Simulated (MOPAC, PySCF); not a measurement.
AlF₃, SMILES `[F][Al]([F])[F]`, neutral singlet in the gas phase. 

Z-matrix (Å, degrees):
```
Al
F 1 1.6454
F 1 1.6454 2 120.00
F 1 1.6454 2 120.00 3 -180.00
```
Charge 0, spin multiplicity 1.

All levels are single points at this geometry (B3LYP-D3(BJ)/def2-SVP); Pople sets use spherical d functions. Orbital energies aren't observables, and empty levels follow the basis.

HF/3-21G in PySCF gives dipole (D) = 0.00.

Task: Estimate the dipole (D) from each of these levels: B3LYP-D3(BJ)/def2-TZVP in PySCF; B3LYP/3-21G in PySCF; B3LYP/LANL2DZ in PySCF; BP86/6-31G* in PySCF; M06-2X/6-31G* in PySCF; PBE/6-31G* in PySCF; SVWN5/6-31G* in PySCF; HF/6-31G* in PySCF; HF/STO-3G in PySCF; AM1 in MOPAC; PM3 in MOPAC; PM7 in MOPAC.

Result: 
```csv
level,dipole (D)
B3LYP-D3(BJ)/def2-TZVP in PySCF,0.00
B3LYP/3-21G in PySCF,0.00
B3LYP/LANL2DZ in PySCF,0.00
BP86/6-31G* in PySCF,0.00
M06-2X/6-31G* in PySCF,0.00
PBE/6-31G* in PySCF,0.00
SVWN5/6-31G* in PySCF,0.00
HF/6-31G* in PySCF,0.00
HF/STO-3G in PySCF,0.00
AM1 in MOPAC,0.00
PM3 in MOPAC,0.00
PM7 in MOPAC,0.00
```
